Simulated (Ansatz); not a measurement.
in.yaml

```yaml
crystal:
  periodic: [false, false, false]
  atoms:
    - {symbol: Ge, position_ang: [0.000034, -0.000003, -0.018730]}
    - {symbol: H, position_ang: [1.465006, 0.016889, 0.452573]}
    - {symbol: H, position_ang: [-0.748285, 1.261093, 0.448403]}
    - {symbol: H, position_ang: [-0.719150, -1.277779, 0.448837]}
basis:
  gaussian: {orbitals: 6-31G}
magnetization: {spin_polarized: false, initial_magnetization: 3}
correlation: {active_space: {window: {electrons: 3, orbitals: 4}, fixed_orbitals: true, states: [{multiplicity: 4, weights: [0.5, 0.5]}], root: 0}}
```

```sh
$ ansatz run in.yaml --threads 1 --pin off --events-out ev --progress --plain --max-ram 2393MiB
```

The program prints:

```
604 factors; integrals over basis functions are off by at most 4.2e-8 eV
mean field evaluation 1: about -56499.9431 eV, gradient 8.3e0 eV
mean field evaluation 2: about -56499.9908 eV, gradient 8.3e0 eV
mean field evaluation 4: about -56501.2562 eV, gradient 2.6e0 eV
mean field evaluation 8: about -56501.6739 eV, gradient 1.1e0 eV
mean field evaluation 16: about -56501.7334 eV, gradient 1.3e-4 eV
mean field evaluation 32: about -56500.6896 eV, gradient 1.5e0 eV
mean field evaluation 64: about -56501.0730 eV, gradient 3.1e0 eV
mean field evaluation 96: about -56499.8564 eV, gradient 1.1e1 eV
mean field evaluation 128: about -56501.2399 eV, gradient 8.8e-3 eV
mean field -56501.73341694 eV, -2076.4004048222 hartree, gradient 2.0e-6 eV, S^2 3.750000; 13 other end points of the search recorded, 0 dependent functions left out
reference -56501.73341694 eV, -2076.4004048222 hartree; 19, 16 occupied and 16, 19 virtual orbitals, 604 factors
state -56501.73341694 eV, -2076.4004048222 hartree
state -56500.12152590 eV, -2076.3411689191 hartree
Total energy: -56501.73341694 eV, -2076.4004048222 hartree
```

Natural occupations, averaged over the states: 1.0000 1.0000 0.5000 0.5000.

Ran on 1 thread of Intel Xeon Platinum 8488C, shared host: 1.2 s wall, 0.11 GiB peak host memory.
